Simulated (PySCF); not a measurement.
Ionisation energy of Be by level of theory

Be [He] 2s2 (1S) → Be⁺ [He] 2s1 (2S), as a difference of total energies. Computed with PySCF 2.14 in 6-31G*, with no relativity, point nucleus. Correlated levels: valence: 1s2 frozen. The calculations carry no spin-orbit coupling.

```
           method  ionisation energy (eV)  error (eV)
              UHF                   7.928      -1.395
           M06-2X                   9.004      -0.319
              LDA                   8.941      -0.382
    MP2 (valence)                   8.636      -0.687
SCS-MP2 (valence)                   8.777      -0.546
   CCSD (valence)                   9.188      -0.135
```

Reference: 9.323 eV (measured; NIST Atomic Spectra Database, ionization energies).

Errors of the correlated levels include the incompleteness of this basis and the frozen core.

With two correlated electrons CCSD is exact in that space.

The coupled-cluster amplitudes are large for Be (T1 above 0.03 or a double amplitude above 0.15), so a single reference is strained.
